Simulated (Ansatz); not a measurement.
BCl, triplet: reading a ladder of total energies

Geometry: a PBE0/def2-TZVP stationary point for this spin. The singlet lies 2.2 eV lower here.

```xyz
2

B     0.0000    0.0000    0.0000
Cl    0.0000    0.0000    1.6966
```

Basis 6-31G; Ansatz 0.2.0. Correlated methods freeze the noble-gas cores, which leaves 10 electrons in 16 orbitals. Prefix R: restricted or restricted open-shell reference; prefix U: unrestricted.

Full CI is exact within this basis and frozen core; it isn't the basis-set limit. The frozen core follows each run's orbitals, which can shift R against U totals by a few meV.

Runs differ by some tens of microhartree through their thresholds and, for an open shell, their frozen cores, so steps under 0.1 kcal/mol mean nothing.

```json
{"level": "UHF", "total energy (hartree)": "-484.020527"}
{"level": "UMP2", "total energy (hartree)": "-484.081720"}
{"level": "UCCSD", "total energy (hartree)": "-484.093263"}
{"level": "UCCSD(T)", "total energy (hartree)": "-484.095395"}
{"level": "UCCSDT", "total energy (hartree)": "-484.095940"}
{"level": "UCCSDT(Q)", "total energy (hartree)": "-484.095888"}
{"level": "UCCSDTQ", "total energy (hartree)": "-484.095857"}
{"level": "full CI", "total energy (hartree)": "-484.095828"}
```

Task: What is the correlation energy at full CI, and what share of it do UMP2 and UCCSD(T) recover?

Result: E(corr) = -484.095828 − (-484.020527) = -0.075301 hartree = -2.049 eV. UMP2: -0.061193 / -0.075301 = 81.26 %. UCCSD(T): -0.074868 / -0.075301 = 99.42 %.

Task: By how many kcal/mol does UCCSD(T) miss full CI (1 hartree = 627.509 kcal/mol), and which steps make up the rest?

Result: -484.095395 − (-484.095828) = 0.000433 hartree = 0.27 kcal/mol. Steps: UCCSDT − UCCSD(T) = -0.34, UCCSDT(Q) − UCCSDT = 0.03, UCCSDTQ − UCCSDT(Q) = 0.02, full CI − UCCSDTQ = 0.02 kcal/mol. That is within 1 kcal/mol of the reference in this basis, which itself misses far more of the correlation at the basis-set limit.
